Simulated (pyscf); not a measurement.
# Four-centre exchange: H₃Si–PH–SiH₃ + SiH₄ -> H₃Si–P(SiH₃)–SiH₃ + H₂

Gas phase, singlet surface, charge 0. Bonds broken: P2–H7, Si11–H12. Bonds formed: P2–Si11, H7–H12. Structures and frequencies: ωB97X-D3(BJ)/def2-SVP in PySCF.

Transition state (Å):

```xyz
15

Si    -2.1866     0.7584     0.2258
P     -0.0405     0.1042     0.2985
Si    -0.1194    -1.7397    -1.0375
H     -3.0687    -0.3994     0.5448
H     -2.3459     1.8456     1.2270
H     -2.4866     1.2446    -1.1489
H      0.1789     0.5506     1.7632
H     -0.7842    -1.3775    -2.3206
H      1.2678    -2.2144    -1.2827
H     -0.9110    -2.7832    -0.3282
Si     0.9610     2.2571     0.1891
H      0.3699     1.7976     1.8418
H      2.3609     2.1553     0.6927
H      0.2808     3.5841     0.3581
H      1.1160     2.2354    -1.3206
```

One imaginary mode, 1639i cm⁻¹; descent along it reached the two sides named.

| bond | change | reactant side (Å) | saddle | product side |
|---|---|---|---|---|
| P2–H7 | breaks | 1.424 | 1.547 | 3.0 |
| Si11–H12 | breaks | 1.490 | 1.814 | 4.0 |
| P2–Si11 | forms | 3.6 | 2.377 | 2.244 |
| H7–H12 | forms | 3.7 | 1.264 | 0.761 |

Electronic energies relative to the separated reactants (eV):

```tsv
level	barrier	reaction energy	reverse barrier
ωB97X-D3(BJ)/def2-TZVP	2.56	-0.35	2.90
PBE/def2-TZVP	2.20	-0.15	2.35
r²SCAN/def2-TZVP	2.35	-0.19	2.54
B3LYP-D3(BJ)/def2-TZVP	2.50	-0.15	2.66
PBE0-D3(BJ)/def2-TZVP	2.31	-0.23	2.54
M06-2X/def2-TZVP	2.69	-0.19	2.89
ωB97M-D3(BJ)/def2-TZVP	2.70	-0.12	2.81
HF/def2-TZVP	3.75	+0.25	3.50
```

With ωB97M-D3(BJ)/def2-TZVP energies and thermal terms (ideal gas, 1 atm, RRHO with modes under 100 cm⁻¹ raised to 100, one conformer, R ln 2 for chiral ones without a mode under 150 cm⁻¹), in eV:

```json
[
 {"T (K)": "298", "ΔH‡": "2.62", "ΔG‡": "3.04", "ΔH": "-0.17", "ΔG": "-0.08"},
 {"T (K)": "600", "ΔH‡": "2.65", "ΔG‡": "3.46", "ΔH": "-0.10", "ΔG": "-0.01"},
 {"T (K)": "900", "ΔH‡": "2.69", "ΔG‡": "3.86", "ΔH": "-0.06", "ΔG": "+0.02"},
 {"T (K)": "1200", "ΔH‡": "2.73", "ΔG‡": "4.25", "ΔH": "-0.04", "ΔG": "+0.05"}
]
```

One saddle was located; it need not be the lowest between these sides.
